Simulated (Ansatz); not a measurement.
# BSiF+ (doublet): the correlation ladder, def2-TZVPP

The task here is to estimate one member of a computed series from the others.

The runs use Ansatz 0.2.0, Gaussian basis; def2-TZVPP, core rule «outside noble gas», up to 7 orbitals frozen.

Plan: UHF; ROHF; CCSD(T) on UHF.

2 further runs of the same task are left out: 2 set aside as unsound or not needed.

## The geometry

The geometry is a PBE0/def2-TZVP stationary point (not a proven minimum) of the parent state, kept for this charge and spin.

3 atoms, charge 1, spin multiplicity 2.

Atoms are counted from 1 here; the program's logs count them from 0.

Bond lengths: F1–B2 1.280 Å, B2–Si3 1.896 Å. Angles: F1–B2–Si3 180.0°.

Set-up of the first run:

in.yaml

```yaml
crystal:
  periodic: [false, false, false]
  atoms:
    - {symbol: F, position_ang: [0.000000, 0.000000, 1.485424]}
    - {symbol: B, position_ang: [0.000000, 0.000000, 0.205103]}
    - {symbol: Si, position_ang: [0.000000, 0.000000, -1.690526]}
basis:
  gaussian: {orbitals: def2-TZVPP}
total_charge: 1
magnetization: {spin_polarized: true, initial_magnetization: 1}
hamiltonian: {xc: hf}
output: {orbitals: {seedname: orbitals}}
```

Started as:

```bash
ansatz run in.yaml --threads 1 --pin off --events-out ev --progress --plain --max-ram 2816MiB --backend cpu
```

Among the steps run: UHF; ROHF; CCSD(T) on UHF.

One of the session's tables, all rows but one given; the rest of the session is left out.

```
  method  from UCCSD(T) (kcal/mol)
    ROHF                   +264.74
     UHF                   +261.80
    UMP2                         ?
   UCCSD                     +9.40
UCCSD(T)                         0
```

**Question.** Estimate the row for UMP2.

As computed: from UCCSD(T) (kcal/mol): +27.56. In the column «from UCCSD(T) (kcal/mol)» it lies between UCCSD (+9.40) and UHF (+261.80).
